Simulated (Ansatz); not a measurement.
C3H2FN at its PBE0-D4/def2-TZVP geometry, where that method's forces vanish. Charge 0, multiplicity 1. The bonds changed during the relaxation, so this is another structure than the one it started from.

```json
{"atom": "F1", "x (Å)": "1.275", "y (Å)": "0.073", "z (Å)": "2.074"}
{"atom": "C2", "x (Å)": "0.957", "y (Å)": "-0.677", "z (Å)": "1.053"}
{"atom": "C3", "x (Å)": "-0.258", "y (Å)": "-0.431", "z (Å)": "0.455"}
{"atom": "N4", "x (Å)": "-1.307", "y (Å)": "-0.599", "z (Å)": "-0.228"}
{"atom": "C5", "x (Å)": "-0.355", "y (Å)": "0.314", "z (Å)": "-0.857"}
{"atom": "H6", "x (Å)": "-0.526", "y (Å)": "1.385", "z (Å)": "-0.795"}
{"atom": "H7", "x (Å)": "0.214", "y (Å)": "-0.063", "z (Å)": "-1.703"}
```

(1) For each bond, give half the difference of the two atoms' forces along it (eV/Å; positive pushes the atoms apart) under PBE-D4, r2SCAN-D4, B3LYP-D4, ωB97M-V in def2-TZVPP. (Estimate.)

Answers

(1) Computed: 
```tsv
bond	length (Å)	PBE-D4	r2SCAN-D4	B3LYP-D4	ωB97M-V
F1–C2	1.306	0.83	0.49	0.39	0.14
C2–C3	1.376	-0.73	-0.48	-0.14	0.52
C3–N4	1.263	1.16	0.60	0.16	-0.32
C3–C5	1.512	0.66	0.45	0.32	-0.06
N4–C5	1.462	0.53	0.33	0.35	0.29
C5–H6	1.086	0.02	-0.09	-0.17	-0.16
C5–H7	1.087	0.00	-0.11	-0.15	-0.13
```

B3LYP here is the variant with VWN-RPA as its local correlation; programs differ in this.
